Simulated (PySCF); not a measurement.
Compound: acetyl chloride, C2H3ClO.
Numbering: `[CH3:1][C:2](=[O:3])[Cl:4]` (hydrogens: H5, H6, H7 on C1)

Method used: PBE0-D3(BJ)/def2-SVP geometry optimisation, gas phase (PySCF 2.14.0).

(1) Give the optimised bond lengths and angles.

Answers

(1) 
```tsv
bond	length (Å)	order
C1–C2	1.495	single
C2=O3	1.182	double
C2–Cl4	1.796	single
C1–H5, C1–H6, C1–H7	1.099	single
```

Bonds in one row agree within 0.01 Å and their mean is given. Orders are formal, as drawn. A selection of angles:
```tsv
angle	degrees
C2–C1–H5	109.5
H5–C1–H6	110.6
H6–C1–H7	107.3
C1–C2–O3	127.7
C1–C2–Cl4	111.6
O3–C2–Cl4	120.7
```

The 4 heavy atoms lie in one plane (0.000 Å rms).

Point group: Cs (tolerance 0.08 Å). Whether it is a minimum is left open (no frequencies).

Hardware: one thread of an AMD EPYC 7R43, shared host with 256 logical CPUs at a one-minute load of 90. Cost: 7.6 s wall, 0.32 GiB resident at most. This is the geometry optimisation.
